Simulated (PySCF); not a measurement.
## What builds the first ionisation energy along group 15

All values are computed (PySCF 2.14, energy differences of UHF-based or UKS calculations, no spin-orbit coupling). Each column adds one step, in eV (sums use unrounded values): valence MP2, valence CCSD, valence triples, then the next inner shell at CCSD(T) (N 1s, As 3s 3p 3d, Sb 4s 4p 4d, Bi 5s 5p 5d). References (NIST) marked * lie between the lowest fine-structure levels; the others compare directly ((s) semi-empirical, (t) theoretical).

```
                                                                                 element     UHF  + MP2  + CCSD  + (T)  + inner shell     sum  reference
                         N [He] 2s2 2p3 → [He] 2s2 2p2 (aug-cc-pwCVDZ, non-relativistic)  13.921  0.556  -0.135  0.012          0.012  14.366     14.545
          As [Ar] 3d10 4s2 4p3 → [Ar] 3d10 4s2 4p2 (aug-cc-pwCVDZ-PP with ECP10MDF, ECP)   9.425  0.389  -0.046  0.013          0.029   9.811     10.008
          Sb [Kr] 4d10 5s2 5p3 → [Kr] 4d10 5s2 5p2 (aug-cc-pwCVDZ-PP with ECP28MDF, ECP)   8.593  0.323  -0.033  0.011          0.027   8.920      9.124
Bi [Xe] 4f14 5d10 6s2 6p3 → [Xe] 4f14 5d10 6s2 6p2 (aug-cc-pwCVDZ-PP with ECP60MDF, ECP)   8.226  0.275  -0.004  0.009          0.027   8.533    7.286 *
```

Double-zeta sets recover only part of the correlation energy.

What remains against the references is mostly basis incompleteness and, for starred values, spin-orbit coupling.

What share of the correlation contribution for Bi comes from the inner shell?

The four steps add to 0.307 eV, of which the inner shell gives 0.027 eV, or 9 %.
